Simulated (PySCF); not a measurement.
Compound: C2H7O2P.
Cartesian coordinates in Å at the PBE0-D3(BJ)/def2-SVP level; atoms count from 1:
```xyz
12
C2H7O2P angstrom
C      0.621   -0.153   -1.417
P      0.422    0.187    0.344
C     -1.056   -0.699    0.884
O      1.636   -0.046    1.175
O     -0.072    1.747    0.349
H     -0.270    0.143   -1.987
H      1.491    0.418   -1.774
H      0.820   -1.225   -1.562
H     -1.231   -0.451    1.941
H     -1.935   -0.408    0.292
H     -0.889   -1.782    0.800
H      0.503    2.244    0.947
```

The closed-shell ground state was solved at several levels (PySCF, density fitting, gas phase, non-relativistic).

```
             level  basis functions  HOMO (eV)  LUMO (eV)  gap (eV)  dipole (D)
     PBE0/def2-SVP              109      -7.54       1.43      8.97        2.64
PBE0/6-311+G(2d,p)              185      -7.90      -0.12      7.78        2.97
        PBE0/6-31G               63      -7.59       1.61      9.20        3.03
CAM-B3LYP/pcSseg-2              285      -9.36       0.88     10.24        3.06
    B97-2/pcSseg-2              285      -7.61       0.28      7.89        2.98
       PBE0/STO-3G               36      -2.56       7.26      9.82        1.73
    PBE0/def2-TZVP              203      -7.84       0.79      8.63        2.86
       PBE0/6-31G*               88      -7.55       2.01      9.56        2.69
BHandHLYP/pcSseg-2              285      -9.34       0.71     10.05        3.14
  wB97X-D/pcSseg-2              285      -9.80       1.94     11.74        3.03
```

Q: Estimate the row for LC-wPBE/pcSseg-2, a basis of 285 functions; the other rows only guide the guess.

A: HOMO -10.68 eV, LUMO 2.06 eV, gap 12.74 eV, dipole 3.08 D.

Q: Over all these levels, which gives the widest orbital gap and which the narrowest?

A: LC-wPBE/pcSseg-2 (range-separated hybrid) has the widest, 12.74 eV, and PBE0/6-311+G(2d,p) (global hybrid, 25 % exact exchange) the narrowest, 7.78 eV. Functional and basis both differ between the two, so the spread mixes both effects.

Q: How much does the basis alone move the frontier levels among the 6 PBE0 rows?

A: The HOMO by 5.34 eV and the LUMO by 7.38 eV. By rising basis size (HOMO, LUMO in eV): STO-3G -2.56, 7.26; 6-31G -7.59, 1.61; 6-31G* -7.55, 2.01; def2-SVP -7.54, 1.43; 6-311+G(2d,p) -7.90, -0.12; def2-TZVP -7.84, 0.79.

Q: How far do the dipole and the HOMO energy spread over the levels?

A: The dipole runs from 1.73 to 3.14 D (mean 2.84 D) and the HOMO from -10.68 to -2.56 eV.

One conformer stands for the species.
